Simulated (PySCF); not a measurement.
**Neon: a sound run and one with changed settings**

Sound run: Ne [Ne], Ne+ [He] 2s2 2p5. Computed with PySCF 2.14 in def2-TZVP (5s3p2d1f, 31 functions), with no relativity, point nucleus. In the sound run the correlated levels freeze 1s2. The sound run starts from symmetry-adapted Hartree-Fock orbitals and uses a fine grid where one is needed.

Changed run: a valence shell is frozen. This setting is unsound on purpose.

```tsv
species	method	sound run (hartree)	changed run (hartree)	converged
Ne	MP2	-128.80312	-128.72940	yes
Ne	CCSD(T)	-128.80984	-128.73220	yes
Ne+	MP2	-128.01175	-127.93871	yes
Ne+	CCSD(T)	-128.02629	-127.94554	yes
```

Ionisation energy of Ne:

| method | sound run (eV) | changed run (eV) |
| --- | --- | --- |
| UHF | 19.673 | 19.673 |
| MP2 | 21.534 | 21.516 |
| SCS-MP2 | 21.388 | 21.412 |
| CCSD | 21.274 | 21.357 |
| CCSD(T) | 21.321 | 21.406 |

Freezing a valence shell removes pair correlation that changes on ionisation.

For comparison, NIST gives 21.565 eV between the lowest levels.
